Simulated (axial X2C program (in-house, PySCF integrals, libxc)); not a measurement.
# Potential curves of NaF, two-component

All values were computed with an axial X2C code built on PySCF integrals. Two-component (2c) means X2C with spin–orbit coupling and atomic mean-field two-electron Coulomb and Gaunt terms. Basis: Na dyall-cv3z [9s8p5d2f], F dyall-av3z [7s6p3d2f] (cores contracted in-house); Gaussian nuclei, density fitting, unrestricted open shells. Masses: Na 22.990 u, F 18.998 u.

State: Ω = 0 (closed shell). Energies in cm⁻¹ from the fragments at the same level (Na + F). Fits are polynomials in 1 − R0/R over 0.85 to 1.23 times the lowest point R0.

```json
{"R (Å)": "1.6826", "HF": "-19293"}
{"R (Å)": "1.7599", "HF": "-21719"}
{"R (Å)": "1.8180", "HF": "-22722"}
{"R (Å)": "1.8760", "HF": "-23208"}
{"R (Å)": "1.9340", "HF": "-23302"}
{"R (Å)": "2.0017", "HF": "-23046"}
{"R (Å)": "2.0694", "HF": "-22502"}
{"R (Å)": "2.1564", "HF": "-21518"}
{"R (Å)": "2.2628", "HF": "-20045"}
{"R (Å)": "2.4175", "HF": "-17657"}
```

One determinant describes the state; a PBE0 search over occupations chose it and may have missed a lower one. The closed shell is kept restricted, so the energy runs too high when the bond is stretched far. Dissociation energies refer to the lowest single-determinant-based atoms at the same level and basis.

(1) Fit the HF curve near its minimum: give the equilibrium distance, the harmonic wavenumber and the well depth.

## Answers

(1) At HF, 2c: Re = 1.921 Å, ωe ≈ 548 cm⁻¹, De = 2.89 eV to Na + F; Be follows as 0.439 cm⁻¹.
